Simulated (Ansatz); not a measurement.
Compare A (`FC1=CCN1`) with its isomer B (`NC1(F)C=C1`).

Isolated molecules relaxed with PBE0-D4/def2-TZVP in Ansatz; ΔE leaves out vibrations. CCSD(T)/CBS adds triple-zeta CCSD(T) − MP2 to the extrapolated MP2 energy (def2 sets, frozen cores). Functionals use def2-TZVPP. B3LYP here is the variant with VWN-RPA as its local correlation; programs differ in this. Each species was taken in one conformer, which may not be the lowest.

A:

Z-matrix (Å, degrees):
```
C
N 1 1.502
C 1 1.956 2 45.3
C 1 1.512 2 88.0 3 -3.5
H 1 1.091 2 111.4 3 -121.4
H 1 1.092 2 112.4 3 113.8
H 2 1.016 1 115.7 3 -117.1
F 3 1.313 2 123.2 1 -179.1
H 4 1.076 1 135.5 2 -167.0
```

B:

Z-matrix (Å, degrees):
```
C
F 1 1.409
C 1 1.457 2 116.0
N 1 1.410 2 111.2 3 -150.2
C 1 1.457 2 116.0 3 59.5
H 3 1.078 1 147.3 2 -74.3
H 4 1.013 1 110.5 2 59.5
H 4 1.013 1 110.5 2 -59.6
H 5 1.078 1 147.3 2 74.3
```

Which isomer does CCSD(T)/CBS put lower? Give the gap. (Estimate.)

Computed: A, by 11.0 kcal/mol.

Give E(B) − E(A) in kcal/mol with LDA (SPW92), B2PLYP, CCSD/def2-TZVPP, B3LYP-D4, r2SCAN-D4, PBE-D4, PBE0-D4. (Estimate.)

Ansatz gave: LDA (SPW92) 14.4, B2PLYP 11.3, CCSD/def2-TZVPP 11.7, B3LYP-D4 11.0, r2SCAN-D4 11.5, PBE-D4 12.8, PBE0-D4 12.6. None reverses the order clearly.

Does the order hold for the free energy at 298.15 K (harmonic terms from PBE0-D4)? (Estimate.)

Computed: Yes: G(B) − G(A) = +9.2 kcal/mol, for one conformer each.

Largest T1 diagnostic: 0.012.

In def2-TZVPP, CCSD(T) changes the Hartree–Fock value by +1.8 kcal/mol (the triples alone add +0.5 kcal/mol) and MP2 by +1.4 kcal/mol. Leaving LDA and LC-ωPBE aside and taking each functional with its dispersion term where it has one, the values, not all of them listed here, spread over 2.5 kcal/mol, from CAM-B3LYP-D4 to revPBE-D4. LDA lies +1.7 kcal/mol from PBE without D4.
